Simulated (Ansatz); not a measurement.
hcp Sc was calculated with r²SCAN-D4 (PAW; Ansatz, a program for electronic structure).

Settings: plane-wave cutoff 560 eV, 18×18×10 k mesh (along the axes of the cell as run), Fermi–Dirac smearing 0.05 eV, scalar-relativistic PAW data made under PBE.

Shape and atoms are relaxed at each volume.

Pressure at four volumes; x = ln(V/24.678 Å³). One pressure is withheld.

```csv
V (Å³/atom),x,P (GPa)
23.691,-0.0408,2.42
24.678,0.0000,0.00
25.172,0.0198,-1.07
25.666,0.0393,?
```

Question: Pass a parabola P(x) through the three rows shown, estimate the bulk modulus and its pressure derivative near zero pressure, and predict the withheld pressure.

Answer: Slopes between the rows: (0.00 − (2.42))/(0.0000 − (-0.0408)) = -59.31 and (-1.07 − (0.00))/(0.0198 − (0.0000)) = -54.04 GPa. Their difference over the span 0.0606 is c = 5.27/0.0606 = 87.0 GPa, so P(x) = 2.42 + (-59.31)(x − (-0.0408)) + 87.0 (x − (-0.0408))(x − (0.0000)). At the middle row B = −dP/dx = −[-59.31 + 87.0 × 0.0408] = 55.8 GPa, and B′ = dB/dP = 2c/B = 3.1. At x = 0.0393 the parabola gives -2.06 GPa; the run gives -2.05 GPa. The Birch–Murnaghan fit to the energies at all volumes has B0 = 55.7 GPa and B′ = 3.2.

Measured, for comparison: bulk modulus 55.6 GPa (zero-point energy and finite temperature contributions removed, our sources range from 44.5 to 55.6; as tabulated in doi:10.1021/acs.jctc.3c00612). Computed (rounded) less measured: bulk modulus not scored (sources differ).

Note: the bulk modulus comes from volumes at which shape and atoms were relaxed.
